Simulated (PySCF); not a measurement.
# C4H5NS: the cost of one run

The runs use PySCF 2.14.0, with density-fitted response routines of our own; the level of theory stands in each step. All values are computed, except where a source is named. Atoms count from 0, in the outputs and in this text.

**1. The starting structure**

11 atoms, charge 0, multiplicity 1; geometry from: MMFF94s.

Bonds of the start (Å): N0–C1 1.34, C1–C2 1.42, C2–C3 1.38, C3–S4 1.71, S4–C5 1.71, C5–C1 1.37, N0–H6 1.01, N0–H7 1.02, C2–H8 1.08, C3–H9 1.08, C5–H10 1.08.

**2. Geometry optimisation at PBE0-D3(BJ)/def2-SVP**

The job: settings as JSON, then the geometry in Å.

```
{"job": {"xc": "PBE0", "basis": "def2-SVP", "d3": "d3bj", "grid": 1, "kind": "geom"}, "charge": 0, "multiplicity": 1}
N      1.762248    -0.154944     0.240575
C      0.459457     0.061203    -0.004633
C     -0.580506    -0.778108     0.470448
C     -1.823076    -0.329212     0.075644
S     -1.722451     1.099329    -0.863554
C     -0.012965     1.119196    -0.742999
H      2.094821    -0.941971     0.788361
H      2.496761     0.454127    -0.105758
H     -0.438501    -1.667027     1.070877
H     -2.786264    -0.769670     0.292304
H      0.550477     1.907078    -1.221265
```

Launch:

```
$ OMP_NUM_THREADS=1 python probes_run.py task.json out
```

One launch serves the whole session: the jobs run in the order shown.

**Question.** How long does this first job take on 1 thread of Intel Xeon Platinum 8488C, shared host, and how much memory does it need?

About 25 s, with a peak of 0.47 GiB.
